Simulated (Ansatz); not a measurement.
CH7AlSi (`C[SiH2][AlH2]`), relaxed with RKS PBE0-D4/def2-TZVP in Ansatz 0.2.0 from a PBE-D4/def2-SVP geometry. The force threshold is 0.005 eV/Å; the program also tests the step.

Total charge 0; spin multiplicity 1.

Start:

```xyz
10

C     1.530    0.465    0.260
Si    0.009   -0.673    0.457
Al   -1.946    0.129   -0.820
H     2.379    0.071    0.854
H     1.310    1.492    0.614
H     1.849    0.524   -0.800
H    -0.334   -0.768    1.927
H     0.390   -2.069    0.017
H    -2.190   -0.325   -2.342
H    -2.997    1.153   -0.166
```

```json
{"step": "1", "energy (eV)": "-15618.2059", "largest force (eV/Å)": "0.426", "largest move (Å)": "0.000"}
{"step": "2", "energy (eV)": "-15618.2300", "largest force (eV/Å)": "0.132", "largest move (Å)": "0.019"}
{"step": "3", "energy (eV)": "-15618.2320", "largest force (eV/Å)": "0.026", "largest move (Å)": "0.007"}
{"step": "4", "energy (eV)": "-15618.2321", "largest force (eV/Å)": "0.006", "largest move (Å)": "0.004"}
{"step": "5", "energy (eV)": "-15618.2321", "largest force (eV/Å)": "0.003", "largest move (Å)": "0.002"}
```

End:

```xyz
10

C     1.517    0.458    0.260
Si    0.014   -0.668    0.458
Al   -1.935    0.132   -0.817
H     2.360    0.074    0.839
H     1.299    1.469    0.610
H     1.826    0.520   -0.786
H    -0.321   -0.765    1.911
H     0.390   -2.047    0.023
H    -2.174   -0.320   -2.324
H    -2.977    1.148   -0.173
```

Run time 23 s (2 threads of an Intel Xeon Platinum 8259CL on a shared host); peak host memory 0.31 GiB.
